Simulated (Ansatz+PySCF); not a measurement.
A calculation with PySCF 2.14.0.

```python
from pyscf import gto, scf, mp

mol = gto.M(atom="""
H -2.453390 -0.015330 0.239380
N -1.552520 -0.346170 -0.070150
C -0.496320 0.537680 0.013670
C 0.822710 0.110130 0.001090
N 1.914130 -0.244210 0.003810
H -1.367670 -1.314760 0.144940
H -0.722940 1.593510 -0.008660
""", basis='cc-pvtz', charge=0, spin=1)
mf = scf.UHF(mol)
mf.kernel()
pt = mp.MP2(mf, frozen=4).run()
print(mf.e_tot, pt.e_corr, pt.e_tot)
```

The script is written out from the run's settings.

The run gave:

```
Converged                       : yes
Reference energy                : -186.40632 hartree
Correlation energy              : -0.67604 hartree
Total energy                    : -187.08236 hartree
Spin squared of the determinant : 0.872
```

Caution: the unrestricted determinant is spin contaminated.
